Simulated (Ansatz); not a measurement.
**SiCF (quartet): the correlation ladder, cc-pVTZ**

One table from this session's results is given with a row withheld; the runs are named, their logs left out.

Method: cc-pVTZ, core rule «outside noble gas», up to 7 orbitals frozen; program: Ansatz 0.2.0, Gaussian basis.

The runs, in order: UHF; CCSD(T) on ROHF; CCSD(T) on UHF; BCCD(T) on ROHF; CCSDT(Q) on ROHF; CCSDT(Q) on UHF.

10 further runs of the same task are left out: 4 for a known fault of the program, 1 that didn't finish, 5 set aside as unsound or not needed.

## The system

The geometry is a PBE0/def2-TZVP stationary point (not a proven minimum) of the parent state, kept for this charge and spin.

3 atoms, charge 0, spin multiplicity 4.

Atoms are counted from 1 here; the program's logs count them from 0.

Bond lengths: C1–Si2 1.730 Å, Si2–F3 1.588 Å. Angles: C1–Si2–F3 180.0°.

Set-up of the first run:

Contents of in.yaml:

```yaml
crystal:
  periodic: [false, false, false]
  atoms:
    - {symbol: C, position_ang: [0.000000, 0.000000, 1.682800]}
    - {symbol: Si, position_ang: [0.000000, 0.000000, -0.047400]}
    - {symbol: F, position_ang: [0.000000, 0.000000, -1.635400]}
basis:
  gaussian: {orbitals: cc-pVTZ}
magnetization: {spin_polarized: true, initial_magnetization: 3}
hamiltonian: {xc: hf}
output: {orbitals: {seedname: orbitals}}
```

Command:

```bash
$ ansatz run in.yaml --threads 1 --pin off --events-out ev --progress --plain --max-ram 4096MiB --backend cpu
```

Steps of the session up to this table: UHF; CCSD(T) on ROHF; CCSD(T) on UHF; BCCD(T) on ROHF; CCSDT(Q) on ROHF; CCSDT(Q) on UHF.

One of the session's tables, all rows but one given; the rest of the session is left out.

It belongs to the step «Misses and costs». 

```
   method  from UCCSDT(Q) (meV)
     ROHF                     ?
      UHF              +13564.3
     RMP2               +1193.8
     UMP2               +1236.8
    RCCSD                +686.9
    UCCSD                +680.6
 RCCSD(T)                 +90.6
 UCCSD(T)                 +89.8
  BCCD(T)                 +84.5
   RCCSDT                 +47.1
   UCCSDT                 +45.1
RCCSDT(Q)                  +6.6
UCCSDT(Q)                     0
```

Estimate the missing values for ROHF.

The run gave: from UCCSDT(Q) (meV): +13670.6. In the column «from UCCSDT(Q) (meV)» it is the highest.

Limits of these values: Restricted and unrestricted rows rest on different reference determinants; where their highest levels disagree by more than a few hundredths of an eV, they describe different states and don't form one ladder.
